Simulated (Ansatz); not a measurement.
Basis-set extrapolation for FH2NSi (`N[Si]F`) (PBE0-D4/def2-TZVP geometry, frozen core, the Gaussian-basis code of Ansatz). Multiplicity 1, RHF reference.

|  | def2-TZVPP | def2-QZVPP |
| --- | --- | --- |
| HF | -444.136968 | -444.153906 |
| MP2 correlation | -0.564779 | -0.613099 |
| CCSD(T) correlation | -0.602705 | -0.648241 |

Energies in hartree. Use E(X) = E(∞) + A·exp(−7.88·√X) for Hartree–Fock and E(X) = E(∞) + B·X^(−2.97) for correlation, with X = 3 and 4.

What is the CCSD(T) energy at the basis-set limit?

HF limit: -444.153906 + (-0.016938) × 0.13774 = -444.15624. Correlation limit: -0.648241 + (-0.045536) × 0.74074 = -0.68197. Total: -444.83821 hartree, 258.7 kJ/mol below CCSD(T)/def2-TZVPP.
